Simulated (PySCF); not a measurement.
# CN and its ions

ROHF-MP2; C def2-SVP, N def2-SVP; no relativity (PySCF 2.14). Neutral (ROHF): doublet (σ ↑), Re = 1.197 Å, ωe = 1871 cm⁻¹, De = 7.62 eV.

CN⁺ (ROHF): triplet (σ ↑, π ↑), Re = 1.248 Å, ωe = 1703 cm⁻¹, De = 4.72 eV to C⁺ + N. The energies at the minima are -92.38061 hartree for CN and -91.86478 for CN⁺.

(1) Work out the adiabatic ionisation energy, without and with harmonic zero-point energies (1 hartree = 27.2114 eV, 1 eV = 8065.5 cm⁻¹), and the change of the bond length.

Correlated steps freeze 2 core orbitals. Correlated levels converge slowly with the basis: in double zeta they bind strong bonds too weakly, by up to about 1 eV, and carry superposition errors of some tenths. For an ion De counts to the pair picked by the measured ionisation energies or electron affinities, which need not be the lowest pair at this level. States were picked by a PBE0 search and need not be the measured ground states.

Answers

(1) At ROHF-MP2: 0.51583 hartree = 14.036 eV between the minima; the zero-point term (1703.0 − 1871.0)/2 cm⁻¹ = -0.010 eV makes it 14.026 eV. Re changes by +5.1 pm against the neutral. The electron leaves a π orbital, and the longer bond of the ion fits a bonding orbital, or a change in how ionic the bond is.
